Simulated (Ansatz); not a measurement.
Abridged output of a molecular run in Ansatz:

```
Functional definition: HF
475 factors; integrals over basis functions are off by at most 8.4e-4 eV
mean field evaluation 1: about -24995.7796 eV, gradient 7.9e0 eV
mean field evaluation 2: about -24995.9784 eV, gradient 8.2e0 eV
mean field evaluation 4: about -24996.4302 eV, gradient 1.3e0 eV
mean field evaluation 8: about -24996.4483 eV, gradient 6.2e-5 eV
mean field -24996.44834977 eV, -918.6025336530 hartree, gradient 6.1e-6 eV, S^2 0.774765; 4 other end points of the search recorded, 0 dependent functions left out
10 core orbitals not correlated: weight in the atoms' cores, before any rotation towards them, 1.000 or more for the frozen orbitals, at most 0.000 for the correlated occupied ones
reference -24996.44834977 eV, -918.6025336530 hartree; 7, 6 occupied and 61, 62 virtual orbitals, 475 factors
second order -9.80292111 eV of doubles, -0.00000000 eV of singles
cycle   1  -10.34999949 eV  change   -5.5e-1 eV  update   7.1e-2
cycle   2  -10.65183421 eV  change   -3.0e-1 eV  update   2.2e-2
cycle   3  -10.70362254 eV  change   -5.2e-2 eV  update   8.9e-3
cycle   4  -10.70079888 eV  change    2.8e-3 eV  update   2.0e-3
cycle   5  -10.70048201 eV  change    3.2e-4 eV  update   5.2e-4
cycle   6  -10.70036293 eV  change    1.2e-4 eV  update   1.6e-4
cycle   7  -10.70038424 eV  change   -2.1e-5 eV  update   3.7e-5
cycle   8  -10.70039592 eV  change   -1.2e-5 eV  update   1.1e-5
perturbative correction -0.52503236 eV, -0.0192945834 hartree
Total energy: -25007.67377806 eV, -919.0150605336 hartree
Checks for a lower state left out: cluster_reference
```

Its atoms:

Z-matrix (Å, degrees):
```
Cl
Cl 1 1.884
```

Problem. Which basis set was used?
A. def2-SVP
B. def2-TZVPPD
C. cc-pV(D+d)Z
D. cc-pV(T+d)Z

Solution. D. It gives 78 functions.

Problem. Write the keys of the input that set method, charge and spin (a neutral closed shell needs none for the last two).

Solution. 
```yaml
total_charge: 1
magnetization: {spin_polarized: true, initial_magnetization: 1}
correlation: {method: ccsd_t}
scf: {omitted_lower_state_checks: [cluster_reference]}
```
